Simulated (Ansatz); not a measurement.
Ansatz (a quantum-chemistry and plane-wave program) input (HF/3-21G): The .json file is the Basis Set Exchange's 3-21G.

Ansatz 0.2 input:
```yaml
crystal:
  periodic: [false, false, false]
  atoms:
    - {symbol: N, position_ang: [-0.00000000, -0.00000000, -1.26356847]}
    - {symbol: N, position_ang: [-0.00000000, -0.00000000, -0.16988931]}
    - {symbol: O, position_ang: [0.00000000, 0.00000000, 1.25427556]}
basis:
  gaussian:
    orbitals: 3-21G.json
hamiltonian:
  xc: {name: HF}
total_charge: 1
magnetization: {spin_polarized: true, initial_magnetization: 1}
phonons: {temperatures: {t_min: 298.15, t_max: 298.15, t_step: 100}}
```

Which harmonic wavenumbers does it give?

404, 418, 620, 2031 cm⁻¹ (unscaled; negative means imaginary).

The determinant is spin-contaminated: <S^2> is 0.91 against 0.75 for a pure state.
